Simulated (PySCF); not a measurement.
**Identify the compound**

Molecular formula: C4H6. Simulated spectra:

1H NMR (300 MHz, computed): δ 6.65 (sext, J = 2.0 Hz, 1H), 2.20 (d, J = 1.8 Hz, 3H), 1.04 (d, J = 2.3 Hz, 2H).

13C{1H} NMR (computed): δ 125.1 (C), 107.7 (CH), 14.6 (CH3), 9.8 (CH2).

PySCF 2.14.0 with density-fitted response routines calculation with PBE0-D3(BJ)/def2-SVP geometry, GIAO PBE0/pcSseg-1 shieldings and spin–spin couplings from B3LYP/pcJ-1 (without the spin–dipole term); no solvent model, one averaged value for each set of equivalent atoms, single conformer, non-relativistic Hamiltonian.

Shifts are taken against calculated references (same method and geometry level): 1H and 13C vs TMS.

**Question.** Deduce the structure.

**Answer.** 
- Rings plus π bonds: 2 (1 ring in the answer).
- 4 carbon signals for 4 carbons: no two carbons are equivalent.
- Carbon types of the structure: 1 × C, 1 × CH, 1 × CH2, 1 × CH3, which accounts for all hydrogens.
- δC 125.1: fully substituted alkene carbon; an sp2 carbon of a C=C bond.
- δC 107.7: alkene CH; an sp2 carbon of a C=C bond.
- δC 14.6: allylic methyl carbon; a saturated carbon with 1 carbon neighbour and no heteroatom attached.
- δC 9.8: three-membered-ring carbon; carbons of three-membered rings are unusually shielded.
- δH 6.65: hydrogen on an alkene CH; attached to an sp2 carbon and in the plane of the double bond.
- δH 2.20: hydrogen on an allylic methyl carbon; allylic position.
- δH 1.04: hydrogen on a three-membered-ring carbon; cyclopropane-type protons are shielded by the ring.

These data were computed for 1-Methylcyclopropene (CC1=CC1).

Multiplet labels drop couplings under 1 Hz and merge nearly equal ones. Unscaled 3J(H,H) at this level run about 10 % above measured values. Shifts are as computed. Against solution values, carbons near 30 ppm lie about +2 ppm off and those near 130 ppm about +5 ppm. Of 1211 compounds with measured shifts, 218 miss one by over three times the rms of a fit or turn the order of signals round; such compounds aren't used in these exercises.
